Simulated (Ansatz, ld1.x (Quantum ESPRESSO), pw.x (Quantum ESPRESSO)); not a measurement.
**Cu (sc): variants of one RRKJ potential in the solid**

```
Element                 : Cu
Generator               : ld1.x (Quantum ESPRESSO) 7.5
Type                    : norm-conserving RRKJ (Kleinman–Bylander form)
Functional              : PBEsol
Relativity              : scalar-relativistic
Frozen core             : [Ar]
Valence charge          : 11
Reference configuration : 3d9 4s2 4p0
Partial waves           : 4p (bound, empty): rc 2.55 bohr; 3d (bound): rc 1.45 bohr; 4s (bound): rc 1.95 bohr
Local potential         : the s channel
Core correction         : Bessel-smoothed model core inside 0.85 bohr
rho0                    : 0.02
```

Crystal test: sc Cu in pw.x 7.5, no spin, 14³ k-points, Fermi–Dirac smearing 0.01 Ry, cutoffs set for each file from its atomic test. The reference is all-electron LAPW (Ansatz 0.2.0) with the same functional, mesh and smearing; V0 and B0 come from Birch–Murnaghan fits to the pressures at five volumes. Errors are pseudo minus all-electron; Δ is the rms difference of the E(V) curves that follow from these fits, minima aligned, over ±6 % about the mean V0. Mesh and smearing are coarse, so the numbers serve the comparison and aren't converged zero-temperature values; the lattice is a test structure that the element need not adopt.

All-electron: a0 = 2.360 Å (V0 = 13.15 Å³/atom), B0 = 123.4 GPa.

Base: The largest radius (2.55 bohr) exceeds half the bond length (2.23 bohr), so the spheres overlap, which is one possible source of error among others. This is a poor potential for the solid. Atomic configuration tests: 1 of 7 tests not solved or not reliable.

2 further variants are left out: they gave no file fit for a test, a broken result, the same result as the base, or pressures whose basis-set error rivals the error shown.

| change | cutoffs (Ry) | pw.x | a0 (Å) | a0 error (%) | B0 error (%) | Δ (meV/atom) | mean pressure error (GPa) |
| --- | --- | --- | --- | --- | --- | --- | --- |
| base | 170/680 | converged | 2.385 | +1.06 | -0.5 | 11.5 | +4.27 |
| all radii but the core radius scaled by about 1.23 (s 2.40, p 3.12, d 1.78 bohr) | 120/480 | converged | 2.379 | +0.81 | -1.7 | 8.7 | +3.14 |
| all radii but the core radius scaled by about 1.35 (s 2.64, p 3.46, d 1.96 bohr) | 110/440 | converged | 2.367 | +0.31 | -3.6 | 3.1 | +1.08 |

Problem. Give the row for: all radii but the core radius scaled by about 1.11 (s 2.16, p 2.82, d 1.60 bohr).

Solution. pw.x: converged; mean pressure error (GPa): +4.00; a0 (Å): 2.384; a0 error (%): +1.00; B0 error (%): -0.6; Δ (meV/atom): 10.8.
